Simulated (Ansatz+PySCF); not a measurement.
The numbers below are computed, except where a source is named.
Several solutions for doublet CH

```yaml
atoms:
  - { symbol: C, position_ang: [0.0000, 0.0000, -0.2906] }
  - { symbol: H, position_ang: [0.0000, 0.0000, 1.7438] }
```

Basis set: 6-31G (spherical functions). Charge 0, multiplicity 2.

PBE0 (unrestricted) was run from several starts with Ansatz (development build ahead of 0.2.0) and PySCF 2.14.0.

| run | program | start | converged | energy (hartree) | <S²> |
| --- | --- | --- | --- | --- | --- |
| A | Ansatz | search for the lowest state | yes | -38.31687 | 1.16 |
| B | Ansatz | stability test followed | yes | -38.31687 | 1.16 |
| C | Ansatz | atomic start, no search | yes | -38.31687 | 1.16 |
| D | PySCF | program defaults | no | – | – |

Which runs reached the lowest solution of this kind, and what is wrong with the others?

A, B, C reached the lowest solution found. Not converged: D. Caution: charge can spread falsely over distant fragments. Caution: the unrestricted determinant is spin contaminated.
